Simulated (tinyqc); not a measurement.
Inside a calculation. Method: Born-Oppenheimer dynamics on the RHF/sto-3g surface (energies and gradients from PySCF), for H2O, spin multiplicity 1. Computed by tinyqc, a small Python program that keeps every step (integrals from PySCF). Settings: charge = 0, multiplicity = 1, basis = sto-3g, time step (fs) = 2.0, steps = 24. Command: `OMP_NUM_THREADS=1 python tinyqc.py 21090 21091 out.jsonl` (the two numbers bound the seeds that draw the settings). One thread of a shared host (Intel(R) Xeon(R) Processor @ 2.60GHz), about 2 s of CPU time with the checks.

positions (bohr):
```
,x,y,z
1O,-0.0208,0.0227,-0.0718
2H,-0.0113,1.4683,1.3776
3H,-0.0113,-1.4683,1.2491
```

The total energy should stay constant up to terms of order dt^2; the step counts as short enough if it moves by less than 2 % of the largest kinetic energy.

Trajectory:
```
time (fs),1O-2H (angstrom),potential (hartree),kinetic (hartree),total (hartree)
0.0000,1.0833,-74.952579,0.001090,-74.951489
2.0000,1.0284,-74.962215,0.006331,-74.955884
4.0000,0.8927,-74.947867,0.002782,-74.945084
6.0000,1.0809,-74.955352,0.008028,-74.947324
8.0000,1.0874,-74.949753,0.004278,-74.945475
10.0000,0.9050,-74.954407,0.003977,-74.950430
12.0000,0.9885,-74.961678,0.006589,-74.955089
14.0000,1.0679,-74.951550,0.002759,-74.948791
16.0000,0.9993,-74.959530,0.006774,-74.952756
18.0000,0.9210,-74.945442,0.001736,-74.943706
20.0000,1.0493,-74.958071,0.008374,-74.949698
22.0000,1.0547,-74.951144,0.003851,-74.947293
24.0000,0.9292,-74.956615,0.003835,-74.952780
26.0000,0.9694,-74.961003,0.005811,-74.955193
28.0000,1.0521,-74.951246,0.003514,-74.947731
30.0000,1.0150,-74.959191,0.007920,-74.951272
32.0000,0.9312,-74.941588,0.000466,-74.941122
34.0000,1.0176,-74.956141,0.009084,-74.947058
36.0000,1.0511,-74.948940,0.004691,-74.944250
38.0000,0.9643,-74.957383,0.005092,-74.952292
40.0000,0.9264,-74.958213,0.004686,-74.953527
42.0000,1.0692,-74.951250,0.003871,-74.947379
44.0000,1.0584,-74.958994,0.008471,-74.950524
46.0000,0.9098,-74.942954,0.000789,-74.942165
48.0000,1.0153,-74.958697,0.007622,-74.951075
```

Is the time step short enough?

No. The total energy moves within 1.5e-02 hartree; that is over 2 % of the largest kinetic energy, so the time step is too long.
